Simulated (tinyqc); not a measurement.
CCD on RHF in the sto-6g basis, frozen core, for H2F+, spin multiplicity 1, step by step. One step of it, computed by the program tinyqc.

Task: Iteration 8 (converged): orbitals. Diagonalise F' = X^T F X, C = X C', fill 5 alpha and 5 beta electrons from the bottom; D = 2 C_occ C_occ^T. Each column has its largest component positive (the first on a tie).

converged F (hartree), lower triangle:
```
             1F 1s      1F 2s     1F 2px     1F 2py     1F 2pz      2H 1s      3H 1s
1F 1s   -26.979581
1F 2s    -6.533612  -3.528405
1F 2px    0.000000   0.000000  -1.066303
1F 2py    0.000000   0.000000   0.000000  -1.014048
1F 2pz   -0.025084  -0.140200   0.000000   0.000000  -1.042938
2H 1s    -1.236623  -1.245417   0.000000  -0.510360  -0.486559  -0.901995
3H 1s    -1.236623  -1.245417   0.000000   0.510360  -0.486559  -0.477354  -0.901995
```

X:
```
                1          2          3         4          5          6         7
1F 1s   -0.341806   0.000000   0.729870  0.000000  -0.623683   0.000000  0.160706
1F 2s    1.067961   0.000000  -0.269038  0.000000  -0.306276   0.000000  0.427829
1F 2px   0.000000   0.000000   0.000000  1.000000   0.000000   0.000000  0.000000
1F 2py   0.000000  -0.815780   0.000000  0.000000   0.000000   0.731947  0.000000
1F 2pz   0.470866   0.000000   0.674246  0.000000   0.625221   0.000000  0.194443
2H 1s   -0.637193   0.820048  -0.172096  0.000000   0.141624   0.364069  0.387269
3H 1s   -0.637193  -0.820048  -0.172096  0.000000   0.141624  -0.364069  0.387269
```

Give: F' = X^T F X; orbital energies; coefficients C; D after iteration 8.

Result:

F' = X^T F X (hartree), lower triangle:
```
         1       2         3        4         5        6        7
1  -0.9940
2   0.0000  0.1197
3   2.8637  0.0000  -11.9749
4   0.0000  0.0000    0.0000  -1.0663
5  -2.4515  0.0000   11.4883   0.0000  -13.2307
6   0.0000  0.0424    0.0000   0.0000    0.0000  -1.1998
7   0.4042  0.0000   -4.9177   0.0000    5.3479   0.0000  -3.9989
```

orbital energies (hartree): MO1 -26.9828, MO2 -2.0957, MO3 -1.2012, MO4 -1.1147, MO5 -1.0663, MO6 -0.0053, MO7 0.1211

coefficients C:
```
            MO1      MO2      MO3      MO4     MO5      MO6      MO7
1F 1s    0.9971  -0.2363   0.0000   0.0698  0.0000   0.0972   0.0000
1F 2s    0.0132   0.9418   0.0000  -0.3744  0.0000  -0.6801   0.0000
1F 2px   0.0000   0.0000   0.0000   0.0000  1.0000   0.0000   0.0000
1F 2py   0.0000   0.0000   0.7578   0.0000  0.0000   0.0000  -0.7919
1F 2pz   0.0020   0.1274   0.0000   0.8501  0.0000  -0.6050   0.0000
2H 1s   -0.0025   0.0799   0.3376   0.2197  0.0000   0.7423   0.8313
3H 1s   -0.0025   0.0799  -0.3376   0.2197  0.0000   0.7423  -0.8313
```

D after iteration 8, lower triangle:
```
          1F 1s    1F 2s  1F 2px   1F 2py  1F 2pz    2H 1s   3H 1s
1F 1s    2.1098
1F 2s   -0.4710   2.0546
1F 2px   0.0000   0.0000  2.0000
1F 2py   0.0000   0.0000  0.0000   1.1484
1F 2pz   0.0626  -0.3966  0.0000   0.0000  1.4779
2H 1s   -0.0121  -0.0141  0.0000   0.5116  0.3938   0.3372
3H 1s   -0.0121  -0.0141  0.0000  -0.5116  0.3938  -0.1186  0.3372
```
